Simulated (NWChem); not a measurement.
# Correlation energy of water (H₂O)

```xyz
3

O      0.0000     0.0000     0.1226
H      0.7577     0.0000    -0.4905
H     -0.7577     0.0000    -0.4905
```
Charge 0, spin multiplicity 1.

All runs are NWChem calculations. Structure: optimised with PBE/def2-SVP, a minimum by its harmonic frequencies.

Basis set: 6-311G**. Each correlation energy counts from its own Hartree-Fock reference.

The correlated methods keep 1 core orbital frozen. The Pople sets run with spherical d functions. Coupled-cluster values serve here as a point of comparison, not as the truth.

```tsv
method	correlation energy (mHa)
CCSDT	-231.3
CCSD+T(CCSD)	-231.3
CR-CCSD[T]	-230.7
CR-CCSD(T)	-230.6
CCSD	(withheld)
SCS-MP2	(withheld)
CCSD(T)	-231.2
MP2	(withheld)
```

What belongs in the gaps?


- CCSD, correlation energy (mHa): -226.3
- SCS-MP2, correlation energy (mHa): -215.2
- MP2, correlation energy (mHa): -218.9
